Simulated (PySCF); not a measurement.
# [SiH3]+ (SMILES [SiH3+]) at 6 levels

Wanted: a comparison of 6 runs (HF/STO-3G, HF/3-21G, HF/6-31+G*, HF/6-311+G**, HF/6-311++G(2d,2p), HF/6-311++G(3df,3pd)) of [SiH3]+. The job is set up through a Python script.

The results are computed with PySCF 2.14.0.

1 further run of the same task is left out (set aside as unsound or not needed).

**1. The molecule**

[SiH3]+ has 4 atoms, charge +1, and is taken as a singlet. As SMILES, `[SiH3+]`. Geometry: relaxed at PBE0-D4/def2-TZVP.

Bond lengths: Si1–H2 1.472 Å, Si1–H3 1.472 Å, Si1–H4 1.472 Å. Angles: H2–Si1–H3 120.0°, H2–Si1–H4 120.0°, H3–Si1–H4 120.0°.

**2. The charge distribution at HF/STO-3G (run 1)**

File geometry.xyz:

```xyz
4
H3Si
Si     0.000000     0.000000     0.000000
H      0.686900     0.675400     1.113000
H     -0.118400    -1.467200    -0.009900
H     -0.568500     0.791700    -1.103100
```

File run.py:

```python
import numpy
from pyscf import gto, scf, lo

system = gto.Mole()
system.atom = 'geometry.xyz'
system.charge = 1
system.max_memory = 1860
system.spin = 0
system.verbose = 3
system.basis = 'sto-3g'
system.build()

mf = system.RHF()
mf.conv_tol = 1e-10
mf.kernel()
if not mf.converged:
    mf = mf.newton().run(mf.mo_coeff, mf.mo_occ)

e_final = mf.e_tot
print('Final energy', e_final)
dip = mf.dip_moment()
pop, q = mf.mulliken_pop()
quad = mf.quad_moment()
occ = mf.mo_coeff[:, mf.mo_occ > 0]
iaos = lo.vec_lowdin(lo.iao.iao(system, occ), mf.get_ovlp())
c = iaos.T @ mf.get_ovlp() @ occ
pop_iao, q_iao = scf.hf.mulliken_pop(lo.iao.reference_mol(system), (c * mf.mo_occ[mf.mo_occ > 0]) @ c.T, numpy.eye(c.shape[0]), verbose=0)
print('IAO charges', numpy.round(q_iao, 4))
```

The run is started by

```bash
$ OMP_NUM_THREADS=1 python run.py
```

Output:

```text
converged SCF energy = -287.085035686994
Final energy -287.08503568699393

WARN: System has nonzero charge 1; the dipole moment is origin-dependent.
Location of origin: [0. 0. 0.]

Dipole moment(X, Y, Z, Debye): -0.00001,  0.00009, -0.00002
 ** Mulliken pop  **
pop of  0 Si 1s           1.99970
pop of  0 Si 2s           1.99023
pop of  0 Si 3s           1.31181
pop of  0 Si 2px          1.95680
pop of  0 Si 2py          1.96843
pop of  0 Si 2pz          1.96469
pop of  0 Si 3px          0.25685
pop of  0 Si 3py          0.88612
pop of  0 Si 3pz          0.68382
pop of  1 H 1s            0.99385
pop of  2 H 1s            0.99385
pop of  3 H 1s            0.99384
 ** Mulliken atomic charges  **
charge of    0Si =      0.98155
charge of    1H =      0.00615
charge of    2H =      0.00615
charge of    3H =      0.00616
Traceless quadrupole moment (Debye*A):

IAO charges [ 1.0952 -0.0317 -0.0317 -0.0317]
```

Run time: 0.69 s. Hardware: 1 thread of Arm Neoverse V2, shared host; peak memory 0.12 GiB.

Atomic charges (e):

| atom | Mulliken | IAO |
| --- | --- | --- |
| Si1 | +0.982 | +1.095 |
| H2 | +0.006 | -0.032 |
| H3 | +0.006 | -0.032 |
| H4 | +0.006 | -0.032 |

**3. The charge distribution at HF/3-21G (run 2)**

File input.py:

```python
# [SiH3+]
import numpy
from pyscf import gto, scf, lo

mol = gto.Mole()
mol.atom = [
    ('Si', (-0.000000, -0.000000, 0.000000)),
    ('H', (0.686900, 0.675400, 1.113000)),
    ('H', (-0.118400, -1.467200, -0.009900)),
    ('H', (-0.568500, 0.791700, -1.103100)),
]
mol.max_memory = 1860
mol.basis = '3-21g'
mol.charge = 1
mol.spin = 0
mol.verbose = 4
mol.build()

mf = mol.RHF()
mf.conv_tol = 1e-10
mf.kernel()
if not mf.converged:
    mf = mf.newton().run(mf.mo_coeff, mf.mo_occ)

e_tot = mf.e_tot
print('E(%s) = %.9f' % ('HF', e_tot))
mf.analyze()
quad = mf.quad_moment()
occ = mf.mo_coeff[:, mf.mo_occ > 0]
iaos = lo.vec_lowdin(lo.iao.iao(mol, occ), mf.get_ovlp())
c = iaos.T @ mf.get_ovlp() @ occ
pop_iao, q_iao = scf.hf.mulliken_pop(lo.iao.reference_mol(mol), (c * mf.mo_occ[mf.mo_occ > 0]) @ c.T, numpy.eye(c.shape[0]), verbose=0)
print('IAO charges', numpy.round(q_iao, 4))
```

The run is started by

```bash
$ OMP_NUM_THREADS=1 python input.py
```

Output:

```text
PySCF version 2.14.0

[... 52 lines left out ...]
converged SCF energy = -288.798269210811
[... 6 lines left out ...]
Two-electron Coulomb Energy =          143.198516212838371
[... 6 lines left out ...]
MO #4   energy= -4.53200222445588  occ= 2
[... 4 lines left out ...]
MO #9   energy= -0.25450346177063  occ= 0
[... 4 lines left out ...]
MO #14  energy= 0.215885301842967  occ= 0
[... 4 lines left out ...]
MO #19  energy= 1.09093149013946   occ= 0
[... 27 lines left out ...]
WARN: System has nonzero charge 1; the dipole moment is origin-dependent.
Location of origin: [0. 0. 0.]

Dipole moment(X, Y, Z, Debye): -0.00001,  0.00010, -0.00001
Traceless quadrupole moment (Debye*A):

IAO charges [ 1.0418 -0.0139 -0.014  -0.0139]
```

Run time: 0.93 s. Hardware: 1 thread of Arm Neoverse V2, shared host; peak memory 0.12 GiB.

Atomic charges (e):

| atom | Mulliken | IAO |
| --- | --- | --- |
| Si1 | +1.151 | +1.042 |
| H2 | -0.050 | -0.014 |
| H3 | -0.050 | -0.014 |
| H4 | -0.050 | -0.014 |

Runs 3 to 5 aren't shown in full; the table further down has their settings and results.

**4. Energy and one-electron properties at HF/6-311++G(3df,3pd) (run 6)**

File input.py:

```python
import numpy
from pyscf import gto, scf, lo

mol = gto.M(
    atom='''
Si       0.000000       0.000000       0.000000
H        0.686900       0.675400       1.113000
H       -0.118400      -1.467200      -0.009900
H       -0.568500       0.791700      -1.103100
''',
    charge=1,
    verbose=3,
    spin=0,
    basis='6-311++g(3df,3pd)',
    max_memory=1860,
)

hf = scf.RHF(mol)
hf.conv_tol = 1e-10
hf.kernel()
if not hf.converged:
    hf = hf.newton().run(hf.mo_coeff, hf.mo_occ)

etot = hf.e_tot
print('E(%s) = %.9f' % ('HF', etot))
hf.analyze()
quad = hf.quad_moment()
occ = hf.mo_coeff[:, hf.mo_occ > 0]
iaos = lo.vec_lowdin(lo.iao.iao(mol, occ), hf.get_ovlp())
c = iaos.T @ hf.get_ovlp() @ occ
pop_iao, q_iao = scf.hf.mulliken_pop(lo.iao.reference_mol(mol), (c * hf.mo_occ[hf.mo_occ > 0]) @ c.T, numpy.eye(c.shape[0]), verbose=0)
print('IAO charges', numpy.round(q_iao, 4))
```

The run is started by

```bash
$ OMP_NUM_THREADS=1 python input.py
```

Output:

```text
converged SCF energy = -290.36003853974
[... 17 lines left out ...]
MO #16  energy= -0.0525732728815667 occ= 0
[... 16 lines left out ...]
MO #33  energy= 0.375697437020919  occ= 0
[... 16 lines left out ...]
MO #50  energy= 1.04993140525733   occ= 0
[... 16 lines left out ...]
MO #67  energy= 2.7185703121682    occ= 0
[... 16 lines left out ...]
MO #84  energy= 4.06469844930794   occ= 0
[... 16 lines left out ...]
MO #101 energy= 144.318513289456   occ= 0
[... 6 lines left out ...]
WARN: System has nonzero charge 1; the dipole moment is origin-dependent.
Location of origin: [0. 0. 0.]

Dipole moment(X, Y, Z, Debye): -0.00001,  0.00009, -0.00001
Traceless quadrupole moment (Debye*A):

IAO charges [ 1.1562 -0.0521 -0.0521 -0.0521]
```

It took 1.6 s on 1 thread of Arm Neoverse V2, shared host; peak memory 0.21 GiB.

Atomic charges (e):

| atom | Mulliken | IAO |
| --- | --- | --- |
| Si1 | +1.020 | +1.156 |
| H2 | -0.007 | -0.052 |
| H3 | -0.007 | -0.052 |
| H4 | -0.007 | -0.052 |

**5. The series**

| run | level | energy (Eh) | HOMO energy (eV) | LUMO energy (eV) | HOMO–LUMO gap (eV) | wall time |
| --- | --- | --- | --- | --- | --- | --- |
| 1 | HF/STO-3G | -287.085036 | -20.34 | -3.79 | 16.54 | 0.69 s |
| 2 | HF/3-21G | -288.798269 | -21.03 | -6.93 | 14.11 | 0.93 s |
| 3 | HF/6-31+G* (spherical functions) | -290.327923 | -21.11 | -6.69 | 14.42 | 0.71 s |
| 4 | HF/6-311+G** | -290.354708 | -21.06 | -6.68 | 14.38 | 0.85 s |
| 5 | HF/6-311++G(2d,2p) | -290.358323 | -21.09 | -6.65 | 14.43 | 1.1 s |
| 6 | HF/6-311++G(3df,3pd) | -290.360039 | -21.09 | -6.66 | 14.43 | 1.6 s |

**6. Results**

| quantity | value |
| --- | --- |
| run 6: total energy | -290.36004 Eh |
| run 6: HOMO energy | -21.09 eV |
| run 6: LUMO energy | -6.66 eV |
| run 6: HOMO–LUMO gap | 14.43 eV |

In words: The HOMO–LUMO gap runs from 14.11 eV (HF/3-21G) to 16.54 eV (HF/STO-3G). In run 1 the basis is minimal, so the values are rough. All runs together took 5.8 s, the longest 1.6 s.
